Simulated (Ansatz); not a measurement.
Cartesian coordinates (Å):
```xyz
11

C     -0.3048     1.1506     0.1158
C      1.0376     0.7692     0.0720
C      1.3388    -0.5901    -0.0646
N      0.4090    -1.5443    -0.1555
C     -0.8724    -1.1709    -0.1127
C     -1.2836     0.1594     0.0215
H     -0.5833     2.2023     0.2217
H      1.8389     1.5084     0.1420
H      2.3835    -0.9213    -0.1021
H     -1.6171    -1.9722    -0.1891
H     -2.3467     0.4089     0.0510
```
Charge 0, multiplicity 1.

Method: frozen-core CCSD(T)/cc-pVTZ // B3LYP-D3(BJ)/def2-SVP (Ansatz, an electronic-structure program). The restricted HF reference is unstable towards unrestricted orbitals.

| Quantity | Result |
|---|---|
| HF energy | -246.77480 Ha |
| MP2 correlation energy | -0.98462 Ha |

**Question.** Estimate the CCSD correlation energy, the (T) correction, the total energy and the T1 diagnostic.

**Answer.** 
| Quantity | Value |
|---|---|
| CCSD correlation energy | -1.00246 Ha |
| (T) correction | -0.05437 Ha |
| CCSD(T) total energy | -247.83163 Ha |
| T1 diagnostic | 0.012 |
